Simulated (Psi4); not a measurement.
# BNH6O (SMILES [NH3+][BH2-]O): levels of theory compared

Wanted: a comparison of 3 runs (M06-L/cc-pVDZ, PBE0/cc-pVDZ, r2SCAN/cc-pVDZ) of BNH6O. 

The calculation is run with Psi4 1.11.

3 further runs of the same task are left out: 3 that didn't finish.

## Step 1: Starting point

BNH6O: 9 atoms, total charge 0, spin state singlet. As SMILES, `[NH3+][BH2-]O`. The N1–B2 distance was set to 2.058 Å, away from the relaxed value.

Bond lengths: B2–O3 1.407 Å, N1–H4 1.012 Å, N1–H5 1.012 Å, N1–H6 1.013 Å, B2–H7 1.186 Å, B2–H8 1.195 Å, O3–H9 0.955 Å. Angles: B2–O3–H9 113.0°, O3–B2–H7 112.3°, O3–B2–H8 117.8°, H7–B2–H8 116.7°, H4–N1–H5 111.0°, H4–N1–H6 110.9°, H5–N1–H6 110.2°.

## Step 2: A single-point energy at M06-L/cc-pVDZ (run 1)

Input file input.json:

```json
{
  "schema_name": "qcschema_input",
  "schema_version": 1,
  "molecule": {
    "schema_name": "qcschema_molecule",
    "schema_version": 2,
    "symbols": ["N", "B", "O", "H", "H", "H", "H", "H", "H"],
    "geometry": [-1.41159707, 1.46701707, -1.43468007, 0.79330703, -1.25557183, 0.25501854, 2.04540176, 0.05844923, 2.19875304, -2.16470962, 0.77653004, -3.05018804, -0.20491245, 2.90549549, -1.80251526, -2.78495553, 2.0484858, -0.23574333, 2.16978354, -1.80138143, -1.42704558, -0.74370172, -2.79840093, 0.84903505, 1.15118336, 0.01961536, 3.76592181],
    "molecular_charge": 0,
    "molecular_multiplicity": 1,
    "fix_symmetry": "c1"
  },
  "driver": "energy",
  "model": {
    "method": "m06-l",
    "basis": "cc-pVDZ"
  },
  "keywords": {
    "reference": "rks",
    "puream": true,
    "e_convergence": 1e-09,
    "d_convergence": 1e-08,
    "scf_type": "pk",
    "dft_radial_points": 99,
    "dft_spherical_points": 590
  }
}
```

The run is started by

```bash
psi4 --qcschema input.json -n 1 --memory 1600MB
```

stdout:

```text
[...]
                   'protocols': {'error_correction': {'default_policy': True, 'policies': None},
                                 'native_files': 'none',
[...]
  Running in c1 symmetry.
[...]
  Nuclear repulsion =   74.171820385384052
[...]
  Multiplicity = 1
[...]
  Nalpha       = 13
  Nbeta        = 13
[...]
    Number of basis functions: 72
[...]
   @RKS iter   1:  -158.13007736191028   -4.66905e-01   1.21216e-02 DIIS/ADIIS
[...]
   @RKS iter  12:  -158.45905378379899   -6.25278e-13   1.85714e-09 DIIS
[...]
    Orbital Energies [Eh]
    ---------------------
    Doubly Occupied:
       1A    -18.933810     2A    -14.218766     3A     -6.627395
       4A     -0.945505     5A     -0.870794     6A     -0.481022
       7A     -0.478880     8A     -0.471519     9A     -0.380855
      10A     -0.314367    11A     -0.302068    12A     -0.231332
      13A     -0.226622
[...]
  @RKS Final Energy:  -158.45905378379899
   => Energetics <=
    Nuclear Repulsion Energy =             74.1718203853840521
    One-Electron Energy =                -362.0602843187875806
    Two-Electron Energy =                 151.2834913833482346
    DFT Exchange-Correlation Energy =     -21.8540812337437345
    Empirical Dispersion Energy =           0.0000000000000000
    VV10 Nonlocal Energy =                  0.0000000000000000
    Total Energy =                       -158.4590537837989928
[...]
 Multipole Moments:
 ------------------------------------------------------------------------------------
     Multipole            Electronic (a.u.)      Nuclear  (a.u.)        Total (a.u.)
 ------------------------------------------------------------------------------------
 L = 1.  Multiply by 2.5417464519 to convert [e a0] to [Debye]
 Dipole X            :          1.3796331           -2.6745671           -1.2949341
 Dipole Y            :          0.3774016            0.7389834            1.1163850
 Dipole Z            :          1.5555819           -1.9030736           -0.3474916
 Magnitude           :                                                    1.7446834
[...]
```

The result, in JSON:

```text
{
 "driver": "energy",
 "model": {
  "method": "m06-l",
  "basis": "cc-pVDZ"
 },
 "success": true,
 "return_result": -158.459053783799,
 "properties": {
  "calcinfo_nbasis": 72,
  "calcinfo_nmo": 72,
  "calcinfo_nalpha": 13,
  "calcinfo_nbeta": 13,
  "calcinfo_natom": 9,
  "nuclear_repulsion_energy": 74.17182038538405,
  "return_energy": -158.459053783799,
  "scf_one_electron_energy": -362.0602843187876,
  "scf_two_electron_energy": 151.28349138334823,
  "scf_xc_energy": -21.854081233743734,
  "scf_dipole_moment": [-1.2949340652551324, 1.1163850372382407, -0.34749161797920225],
  "scf_total_energy": -158.459053783799,
  "scf_iterations": 12
 }
}
```

Wall time 23 s (1 thread of Intel Xeon 6975P-C (Granite Rapids), shared host); peak memory 1.1 GiB.

## Step 3: Energy and gradient at PBE0/cc-pVDZ (run 2)

Input file calc.py:

```python
import psi4

psi4.set_memory(1600000000)
psi4.set_num_threads(1)
psi4.core.set_output_file('bh6no.out', False)

molecule = psi4.geometry("""
0 1
N     -0.746985     0.776312    -0.759200
B      0.419800    -0.664420     0.134950
O      1.082380     0.030930     1.163530
H     -1.145515     0.410922    -1.614090
H     -0.108435     1.537522    -0.953850
H     -1.473735     1.084012    -0.124750
H      1.148200    -0.953250    -0.755160
H     -0.393550    -1.480850     0.449290
H      0.609180     0.010380     1.992840
units angstrom
symmetry c1
no_reorient
no_com
""")

psi4.set_options({
    'puream': True,
    'e_convergence': 1e-09,
    'd_convergence': 1e-08,
    'scf_type': 'pk',
    'dft_radial_points': 99,
    'dft_spherical_points': 590,
})

e, wfn = psi4.gradient('pbe0/cc-pVDZ', molecule=molecule, return_wfn=True)
psi4.oeprop(wfn, 'WIBERG_LOWDIN_INDICES', 'QUADRUPOLE', 'DIPOLE', title='PBE0')
print('gradient / Eh bohr^-1')
print(e.np.round(6))
print(f'energy = {wfn.energy():.10f} Eh')
for k, v in sorted(psi4.core.scalar_variables().items()):
    print(f'{k:45s} {v:18.10f}')
```

The run is started by

```bash
python calc.py
```

bh6no.out:

```text
[...]
  Running in c1 symmetry.
[...]
  Nuclear repulsion =   74.171820346830742
[...]
  Multiplicity = 1
[...]
  Nalpha       = 13
  Nbeta        = 13
[...]
    Number of basis functions: 72
[...]
   @RKS iter   1:  -158.02987503296740   -5.39380e-01   1.07221e-02 ADIIS/DIIS
[...]
   @RKS iter  11:  -158.28902849084071   -2.84217e-14   1.90470e-09 DIIS
[...]
  @RKS Final Energy:  -158.28902849084071
   => Energetics <=
    Nuclear Repulsion Energy =             74.1718203468307422
    One-Electron Energy =                -362.0387394413548350
    Two-Electron Energy =                 146.0091620986217151
    DFT Exchange-Correlation Energy =     -16.4312714949383576
    Empirical Dispersion Energy =           0.0000000000000000
    VV10 Nonlocal Energy =                  0.0000000000000000
    Total Energy =                       -158.2890284908407068
[...]
  -Total Gradient:
     Atom            X                  Y                   Z
    ------   -----------------  -----------------  -----------------
       1       -0.016284591578     0.021986924755    -0.012815710970
       2       -0.002950995336    -0.013278527955    -0.016122941640
       3       -0.002043033645    -0.003696098998     0.009921705013
       4        0.003396154803    -0.001487303719     0.004720576816
       5       -0.000570500116    -0.004296000322     0.002284113995
       6        0.003722538851    -0.002591604871    -0.000082223188
       7       -0.005234605222    -0.002412794199     0.016694110892
       8        0.015071934190     0.004198112263    -0.000278692724
       9        0.004886099252     0.001574180972    -0.004322340441
[...]
 Multipole Moments:
 ------------------------------------------------------------------------------------
     Multipole            Electronic (a.u.)      Nuclear  (a.u.)        Total (a.u.)
 ------------------------------------------------------------------------------------
 L = 1.  Multiply by 2.5417464519 to convert [e a0] to [Debye]
 Dipole X            :         -9.1874213            7.8712573           -1.3161639
 Dipole Y            :         -4.4963622            5.6091985            1.1128363
 Dipole Z            :         -7.2875582            6.9218211           -0.3657370
 Magnitude           :                                                    1.7619466
 L = 2.  Multiply by 1.3450342976 to convert [e a0^2] to [Debye ang]
 Quadrupole XX       :        -85.4885656           69.6344814          -15.8540842
 Quadrupole XY       :         27.3226763          -28.3058389           -0.9831626
[...]
```

Standard output:

```text
Memory set to   1.490 GiB by Python driver.
  Threads set to 1 by Python driver.
gradient / Eh bohr^-1
[[-1.6285e-02  2.1987e-02 -1.2816e-02]
 [-2.9510e-03 -1.3279e-02 -1.6123e-02]
 [-2.0430e-03 -3.6960e-03  9.9220e-03]
 [ 3.3960e-03 -1.4870e-03  4.7210e-03]
 [-5.7100e-04 -4.2960e-03  2.2840e-03]
 [ 3.7230e-03 -2.5920e-03 -8.2000e-05]
 [-5.2350e-03 -2.4130e-03  1.6694e-02]
 [ 1.5072e-02  4.1980e-03 -2.7900e-04]
 [ 4.8860e-03  1.5740e-03 -4.3220e-03]]
energy = -158.2890284908 Eh
CURRENT ENERGY                                   -158.2890284908
CURRENT REFERENCE ENERGY                         -158.2890284908
DD SOLVATION ENERGY                                 0.0000000000
DFT FUNCTIONAL TOTAL ENERGY                      -158.2890284908
DFT TOTAL ENERGY                                 -158.2890284908
DFT VV10 ENERGY                                     0.0000000000
DFT XC ENERGY                                     -16.4312714949
GRID ELECTRONS ALPHA                               13.0000000810
GRID ELECTRONS BETA                                13.0000000810
GRID ELECTRONS TOTAL                               26.0000001620
NUCLEAR REPULSION ENERGY                           74.1718203468
ONE-ELECTRON ENERGY                              -362.0387394414
PCM POLARIZATION ENERGY                             0.0000000000
PE ENERGY                                           0.0000000000
SCF ITERATION ENERGY                             -158.2890284908
SCF ITERATIONS                                     11.0000000000
SCF TOTAL ENERGY                                 -158.2890284908
TWO-ELECTRON ENERGY                               146.0091620986
XC GRID RADIAL POINTS                              99.0000000000
XC GRID SPHERICAL POINTS                          590.0000000000
XC GRID TOTAL POINTS                           499894.0000000000
```

Run time: 16 s. Hardware: 1 thread of Intel Xeon 6975P-C (Granite Rapids), shared host; peak memory 0.8 GiB.

## Step 4: Energy and forces at r2SCAN/cc-pVDZ (run 3)

Input file bh6no.xyz:

```xyz
9
BH6NO
N     -0.746985     0.776312    -0.759200
B      0.419800    -0.664420     0.134950
O      1.082380     0.030930     1.163530
H     -1.145515     0.410922    -1.614090
H     -0.108435     1.537522    -0.953850
H     -1.473735     1.084012    -0.124750
H      1.148200    -0.953250    -0.755160
H     -0.393550    -1.480850     0.449290
H      0.609180     0.010380     1.992840
```

Input file bh6no.py:

```python
import psi4

psi4.set_memory(1600000000)
psi4.set_num_threads(1)
psi4.core.set_output_file('output.dat', False)

with open('bh6no.xyz') as f:
    atoms = ''.join(f.readlines()[2:])
molecule = psi4.geometry('0 1\n' + atoms + 'symmetry c1\nno_reorient\nno_com')

psi4.set_options({
    'reference': 'rks',
    'puream': True,
    'e_convergence': 1e-09,
    'd_convergence': 1e-08,
    'scf_type': 'pk',
    'dft_radial_points': 99,
    'dft_spherical_points': 590,
})

E, wfn = psi4.gradient('r2scan/cc-pVDZ', molecule=molecule, return_wfn=True)
psi4.oeprop(wfn, 'QUADRUPOLE', 'DIPOLE', 'MAYER_INDICES')
print('gradient / Eh bohr^-1')
print(E.np.round(6))
print(f'energy = {wfn.energy():.10f} Eh')
```

The run is started by

```bash
python bh6no.py
```

output.dat:

```text
[...]
  Running in c1 symmetry.
[...]
  Nuclear repulsion =   74.171820346830742
[...]
  Multiplicity = 1
[...]
  Nalpha       = 13
  Nbeta        = 13
[...]
    Number of basis functions: 72
[...]
   @RKS iter   1:  -158.05948944959943   -4.16568e-01   1.19909e-02 DIIS/ADIIS
[...]
   @RKS iter  11:  -158.38426922080694   -2.30216e-12   4.01645e-09 DIIS
[...]
  @RKS Final Energy:  -158.38426922080694
   => Energetics <=
    Nuclear Repulsion Energy =             74.1718203468307422
    One-Electron Energy =                -362.0298133113678887
    Two-Electron Energy =                 151.2234914879770713
    DFT Exchange-Correlation Energy =     -21.7497677442468422
    Empirical Dispersion Energy =           0.0000000000000000
    VV10 Nonlocal Energy =                  0.0000000000000000
    Total Energy =                       -158.3842692208069423
[...]
  -Total Gradient:
     Atom            X                  Y                   Z
    ------   -----------------  -----------------  -----------------
       1       -0.016266429047     0.022126039009    -0.012816573609
       2       -0.002327533377    -0.010402430005    -0.014554461305
       3       -0.005142630305    -0.005289351249     0.010539965892
       4        0.003915731186    -0.001202866675     0.005735056312
       5       -0.001250368761    -0.005198667825     0.002543587365
       6        0.004582015270    -0.003028731958    -0.000767539091
       7       -0.005183239022    -0.002715819050     0.016606935235
       8        0.015188519106     0.004196426902    -0.000209582707
       9        0.006477657157     0.001538678769    -0.007009539572
[...]
 Multipole Moments:
 ------------------------------------------------------------------------------------
     Multipole            Electronic (a.u.)      Nuclear  (a.u.)        Total (a.u.)
 ------------------------------------------------------------------------------------
 L = 1.  Multiply by 2.5417464519 to convert [e a0] to [Debye]
 Dipole X            :         -9.1851710            7.8712573           -1.3139137
 Dipole Y            :         -4.4743333            5.6091985            1.1348652
 Dipole Z            :         -7.2846079            6.9218211           -0.3627868
 Magnitude           :                                                    1.7736692
 L = 2.  Multiply by 1.3450342976 to convert [e a0^2] to [Debye ang]
 Quadrupole XX       :        -85.4822309           69.6344814          -15.8477495
 Quadrupole XY       :         27.3099949          -28.3058389           -0.9958441
[...]
```

The script printed:

```text
Memory set to   1.490 GiB by Python driver.
  Threads set to 1 by Python driver.
gradient / Eh bohr^-1
[[-0.016266  0.022126 -0.012817]
 [-0.002328 -0.010402 -0.014554]
 [-0.005143 -0.005289  0.01054 ]
 [ 0.003916 -0.001203  0.005735]
 [-0.00125  -0.005199  0.002544]
 [ 0.004582 -0.003029 -0.000768]
 [-0.005183 -0.002716  0.016607]
 [ 0.015189  0.004196 -0.00021 ]
 [ 0.006478  0.001539 -0.00701 ]]
energy = -158.3842692208 Eh
```

Wall time 28 s (1 thread of Intel Xeon 6975P-C (Granite Rapids), shared host); peak memory 1.1 GiB.

## Step 5: All runs side by side

```
run           level      task  energy (Eh)  dipole moment (D)  HOMO energy (eV)  LUMO energy (eV)  wall time
  1   M06-L/cc-pVDZ    energy  -158.459054               4.43             -6.17              0.95       23 s
  2    PBE0/cc-pVDZ  gradient  -158.289028               4.48             -7.35              1.11       16 s
  3  r2SCAN/cc-pVDZ  gradient  -158.384269               4.51             -6.17              0.94       28 s
```

## Step 6: Results

| quantity | value |
| --- | --- |
| run 3: total energy | -158.38427 Eh |
| run 3: dipole moment | 4.51 D |
| run 3: HOMO energy | -6.17 eV |
| run 3: LUMO energy | 0.94 eV |
| run 3: HOMO–LUMO gap | 7.10 eV |
| run 3: largest force on an atom | 1.558 eV/Å |

The dipole moment (its size) runs from 4.43 D (M06-L/cc-pVDZ) to 4.51 D (r2SCAN/cc-pVDZ). The HOMO–LUMO gap runs from 7.10 eV (r2SCAN/cc-pVDZ) to 8.47 eV (PBE0/cc-pVDZ). Totals of different functionals can't be ranked against each other. All runs together took 67 s, the longest 28 s.
